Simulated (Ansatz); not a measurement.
Relaxation of BH5O2 (8 atoms, charge 0, multiplicity 1), to a largest force component of 0.03 eV/Å in at most 50 steps.

The calculation used Ansatz 0.2.0, RKS BLYP/6-31G*.

```xyz
8
Properties=species:S:1:pos:R:3
B -0.094 -0.295 -0.130
H -0.047 -0.580 1.034
O 1.011 -0.449 -0.928
H 1.793 -0.751 -0.424
H -1.117 0.001 -0.680
O -0.020 1.982 1.144
H 0.951 2.108 1.218
H -0.172 1.164 1.689
```

Where does it end, and by what steps?

It converged. The force dipped under the threshold on the way, but the program's further checks kept it going. After 24 steps the energy has fallen by 0.111 eV; H7 moved furthest, 0.80 Å.

| step | energy less start (eV) | largest force component (eV/Å) | accepted |
| --- | --- | --- | --- |
| 0 | 0.0000 | 0.590 | yes |
| 1 | -0.0348 | 0.691 | yes |
| 2 | -0.0380 | 0.625 | yes |
| 3 | -0.0457 | 0.449 | yes |
| 4 | -0.0460 | 0.618 | yes |
| 5 | -0.0536 | 0.244 | yes |
| 6 | -0.0587 | 0.043 | yes |
| 7 | -0.0630 | 0.071 | yes |
| 8 | -0.0549 | 1.177 | no |
| 9 | -0.0721 | 0.104 | yes |
| 10 | -0.0764 | 0.480 | yes |
| 11 | -0.0756 | 0.765 | no |
| 12 | -0.0860 | 0.224 | yes |
| 13 | -0.0910 | 0.184 | yes |
| 14 | -0.0976 | 0.375 | yes |
| 15 | -0.1009 | 0.462 | yes |
| 16 | -0.1076 | 0.105 | yes |
| 17 | -0.1090 | 0.072 | yes |
| 18 | -0.1101 | 0.023 | yes |
| 19 | -0.1104 | 0.158 | yes |
| 20 | -0.1110 | 0.046 | yes |
| 21 | -0.1112 | 0.016 | yes |
| 22 | -0.1114 | 0.047 | yes |
| 23 | -0.1113 | 0.056 | no |
| 24 | -0.1115 | 0.013 | yes |

```xyz
8
Properties=species:S:1:pos:R:3
B -0.135 -0.252 -0.094
H -0.349 -0.986 0.842
O 1.147 -0.147 -0.624
H 1.791 -0.654 -0.089
H -1.016 0.189 -0.780
O -0.113 1.634 1.182
H 0.525 2.034 0.550
H 0.454 1.360 1.935
```

Whether the end is a true minimum wasn't checked by a vibrational analysis.

Run time: 34 s on 1 thread of Arm Neoverse V1, on a shared host, peak memory 0.1 GiB.
